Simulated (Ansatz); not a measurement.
# MgH₂S₂: one structure at several levels

The task here is to estimate one member of a computed series from the others.

Program: Ansatz 0.2.0, Gaussian basis. Level of theory: single points in def2-TZVPP. These are calculated values, not measurements.

Cores are frozen in the correlated methods. The outer core shell of Li, Na, Mg and K is correlated.

### The starting structure

SMILES `[SH][Mg][SH]`, 5 atoms, charge 0, spin multiplicity 1.

Atoms are counted from 1 here; the program's logs count them from 0.

Bond lengths: S1–Mg2 2.265 Å, S1–H4 1.374 Å, Mg2–S3 2.365 Å, S3–H5 1.319 Å. Angles: Mg2–S1–H4 92.2°, S1–Mg2–S3 176.6°, Mg2–S3–H5 94.3°.

Coordinates:

```
S    -2.2880    0.4993   -0.4007
Mg   -0.2013    0.2144    0.4323
S     1.9251   -0.0607    1.4308
H    -1.9390   -0.0581   -1.6072
H     2.4453   -0.6758    0.3858
```

The first run:

Contents of run/in.yaml:

```yaml
crystal:
  periodic: [false, false, false]
  atoms:
    - {symbol: S, position_ang: [-2.288000, 0.499300, -0.400700]}
    - {symbol: Mg, position_ang: [-0.201300, 0.214400, 0.432300]}
    - {symbol: S, position_ang: [1.925100, -0.060700, 1.430800]}
    - {symbol: H, position_ang: [-1.939000, -0.058100, -1.607200]}
    - {symbol: H, position_ang: [2.445300, -0.675800, 0.385800]}
basis:
  gaussian: {orbitals: def2-TZVPP}
correlation: {method: ccsd_t}
output: {forces: true}
```

The command line of these runs was not kept.

Steps of the session up to this table: CCSD(T)/def2-TZVPP; PBE0-D4/def2-TZVPP; wB97M-V/def2-TZVPP; r2SCAN-D4/def2-TZVPP; PBE-D4/def2-TZVPP; CAM-B3LYP-D4/def2-TZVPP; SPW92/def2-TZVPP.

One table of the session follows, with a row left open; its other results are not shown here.

| method | RMS force component (eV/Å) | angle to CCSD(T) forces (°) | dipole (D) |
| --- | --- | --- | --- |
| CCSD(T) | 0.473 | reference | 1.37 |
| PBE0-D4 | 0.475 | 5.4 | 1.44 |
| wB97M-V | ? | ? | ? |
| r2SCAN-D4 | 0.471 | 5.5 | 1.44 |
| PBE-D4 | 0.484 | 20.9 | 1.35 |
| CAM-B3LYP-D4 | 0.481 | 8.2 | 1.46 |
| SPW92 | 0.497 | 23.8 | 1.43 |

**Question.** Estimate the row for wB97M-V.

As computed: RMS force component (eV/Å): 0.473; angle to CCSD(T) forces (°): 3.5; dipole (D): 1.39.
